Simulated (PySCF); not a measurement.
## MgP: one state, many levels of theory

State: ⁴Σ⁻ (quartet), unpaired electrons σ ↑, π ↑↑. Set-up: Mg cc-pVDZ, P cc-pV(D+d)Z; no relativity (PySCF 2.14). De refers to Mg + P in their high-spin ground configurations, without counterpoise correction. The functionals are run spin-unrestricted. A positive dipole means Mg(−)P(+).

```tsv
Level	Re (Å)	ωe (cm⁻¹)	De (eV)	μ (D)
UHF	2.554	300	0.212	-2.35
UHF-MP2	2.555	306	0.328	n/a
UHF-SCS-MP2	2.568	297	0.246	n/a
UHF-CCSD	2.596	259	0.183	n/a
UHF-CCSD(T)	2.597	266	0.250	n/a
PBE	2.576	290	0.87	-1.42
revPBE	2.590	286	0.79	-1.51
r²SCAN	2.558	303	0.92	-1.80
PBE0	2.550	304	0.80	-1.72
M06	2.565	287	0.80	-1.34
MN15	2.597	257	0.51	-1.31
```

Problem. Which functional lies closest to UHF-CCSD(T) in De, which farthest, and by how much do they differ from it?

Solution. Closest is MN15 (+0.0 pm in Re, -3.4 % in ωe, +0.26 eV in De against UHF-CCSD(T) in the same basis), farthest r²SCAN (-3.9 pm in Re, +13.9 % in ωe, +0.67 eV in De). CCSD(T) converges more slowly with the basis than the functionals do and binds too weakly in this one, so the order can change at the basis-set limit.

Problem. What does a quarter of exact exchange do here, going from PBE to PBE0?

Solution. PBE0 less PBE: -2.6 pm in Re, +4.8 % in ωe, -0.07 eV in De. Exact exchange removes part of the self-interaction that spreads semilocal densities, and in most molecules shortens and stiffens the bond and lowers De; so it does here.

Problem. What does the step from GGA to meta-GGA do here, going from PBE to r²SCAN?

Solution. r²SCAN less PBE: -1.8 pm in Re, +4.5 % in ωe, +0.05 eV in De. 

Correlated steps freeze 6 core orbitals. Correlated levels converge slowly with the basis: in double zeta they bind strong bonds too weakly, by up to about 1 eV, and carry superposition errors of some tenths. The state was picked by a PBE0 search and need not be the measured ground state.

The whole job (state search and all levels along the bond) took about 1.4 min on 1 thread of Arm Neoverse V2 (shared host), peak memory 0.48 GiB.
